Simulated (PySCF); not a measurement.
Mapped SMILES: `[BH3-:1][NH2+:2][CH3:3]`. Hydrogens are named by the atom that carries them.

- shieldings: GIAO CAM-B3LYP/pcSseg-2
- PBE0-D3(BJ)/def2-SVP geometry
- run in PySCF 2.14
- fast rotation and ring inversion assumed for equivalent nuclei, a single conformation, in vacuum, non-relativistic

Shifts are taken against calculated references (same method and geometry level): 13C (σ = 182.55 ppm) and 1H (σ = 31.34 ppm) against TMS; BF3·OEt2 for 11B (σ = 97.88 ppm); 15N (σ = 261.83 ppm) against NH3.

```
atoms  nucleus  count  δ (ppm)
   N2      15N      1     46.4
H(B1)       1H      3     2.00
H(C3)       1H      3        ?
   C3      13C      1     36.7
   B1      11B      1        ?
H(N2)       1H      2     2.71
```

Q: Estimate the values marked ?.

A: 
- H(C3): 2.53 ppm, hydrogen on a methyl carbon bonded to N; its carbon carries N, an electronegative neighbour
- B1: -20.7 ppm, boron bonded to N, 3 H

Exchangeable OH/NH protons stand at their gas-phase positions; hydrogen bonding in a real sample shifts them, mostly to higher δ. Hydrogens on boron are broadened and split by 11B (spin 3/2, 80 %) and 10B (spin 3). Shifts are as computed, not scaled to solution data. Of 1211 compounds with measured shifts, 218 miss one by over three times the rms of a fit or turn the order of signals round; such compounds aren't used in these exercises. Experimental scales use liquid or dissolved standards, which lie at an offset from isolated NH3 (liquid NH3: subtract about 20 ppm).
